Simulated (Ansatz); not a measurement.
# AlNa (singlet): the correlation ladder, aug-cc-pVDZ

How much of the correlation energy of AlNa (singlet) does each wave-function method recover here?

Method: aug-cc-pVDZ, core rule «outside noble gas», up to 10 orbitals frozen; program: Ansatz 0.2.0, Gaussian basis.

The runs, in order: UHF; CCSD(T) on RHF; CCSD(T) on UHF; BCCD(T) on RHF; CISD; CCSDT(Q) on RHF; CCSDT(Q) on UHF; Full CI.

26 further runs of the same task are left out: 10 for a known fault of the program, 7 that didn't finish, 9 set aside as unsound or not needed.

**1. The system**

The geometry is a PBE0/def2-TZVPD stationary point (not a proven minimum) of the parent state, kept for this charge and spin.

2 atoms, charge 0, spin multiplicity 1.

Atoms are counted from 1 here; the program's logs count them from 0.

No contacts short enough for the rule that draws bonds.

**2. UHF**

Input file in.yaml:

```yaml
crystal:
  periodic: [false, false, false]
  atoms:
    - {symbol: Al, position_ang: [0.000000, 0.000000, 0.000000]}
    - {symbol: Na, position_ang: [0.000000, 0.000000, 3.173300]}
basis:
  gaussian: {orbitals: aug-cc-pVDZ}
magnetization: {spin_polarized: true, initial_magnetization: 0}
hamiltonian: {xc: hf}
output: {orbitals: {seedname: orbitals}}
```

The run is started by

```
ansatz run in.yaml --threads 1 --pin off --events-out ev --progress --plain --max-ram 2393MiB
```

The runs that follow: CCSD(T) on RHF; CCSD(T) on UHF; BCCD(T) on RHF; CISD; CCSDT(Q) on RHF; CCSDT(Q) on UHF; Full CI.

Q: Predict the results of all the runs planned. Wanted: FCI below the RHF energy; RMP2 from FCI; UMP2 from FCI; RCCSD from FCI; RCCSD(T) from FCI; UCCSD(T) from FCI; RCCSDT(Q) from FCI; UCCSDT(Q) from FCI; T1 diagnostic.

As calculated:

| quantity | value |
| --- | --- |
| FCI below the RHF energy | -2.1857 eV |
| RMP2 from FCI | +16.77 kcal/mol |
| UMP2 from FCI | +19.07 kcal/mol |
| RCCSD from FCI | +2.21 kcal/mol |
| RCCSD(T) from FCI | +0.66 kcal/mol |
| UCCSD(T) from FCI | +0.76 kcal/mol |
| RCCSDT(Q) from FCI | +0.05 kcal/mol |
| UCCSDT(Q) from FCI | +0.04 kcal/mol |
| levels within 1 kcal/mol (43 meV) | RCCSD(T), UCCSD(T), BCCD(T), RCCSDT, UCCSDT, RCCSDT(Q), UCCSDT(Q) |
| T1 diagnostic | 0.021 |
| effectively unpaired electrons | 0.30 |

RCCSD(T) lands +0.66 kcal/mol from the yardstick (1.3 % of the correlation energy). The occupations show some static correlation. These misses are within one basis, not against nature.
